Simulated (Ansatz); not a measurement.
Total energies of B₂P⁺ (the lowest singlet isomer of a short search) from Ansatz at r2SCAN-D4/def2-TZVP, gas phase (1 Eh = 27.2114 eV = 2625.5 kJ/mol). The reference geometry is relaxed at r2SCAN-D4/def2-TZVP.

```xyz
3

B    -0.610   -0.037    0.704
B     0.824    0.263    0.349
P    -0.213   -0.226   -1.053
```

```
           state                        geometry  energy (Eh)
charge 1 singlet                       reference   -390.51063
charge 0 doublet                       reference   -390.84338
charge 1 triplet  relaxed at r2SCAN-D4/def2-TZVP   -390.48647
charge 1 quintet  relaxed at r2SCAN-D4/def2-TZVP   -390.43729
```

**Question.** Work out the vertical electron affinity, to the doublet.

**Answer.** E(charge 1 singlet) − E(charge 0 doublet) = -390.51063 − (-390.84338) = 0.33275 Eh = 9.05 eV.

**Question.** Which of the charge 1 states is lowest, and how far above it are the others?

**Answer.** The singlet. triplet: -390.48647 − (-390.51063) = 0.02416 Eh = 63.4 kJ/mol; quintet: -390.43729 − (-390.51063) = 0.07334 Eh = 192.6 kJ/mol.

At r2SCAN-D4/def2-TZVP the charge 0 doublet is spin-contaminated (final ⟨S²⟩ up to 0.84, 0.75 for a pure state). 

The structure comes from a short search, and lower isomers may exist.
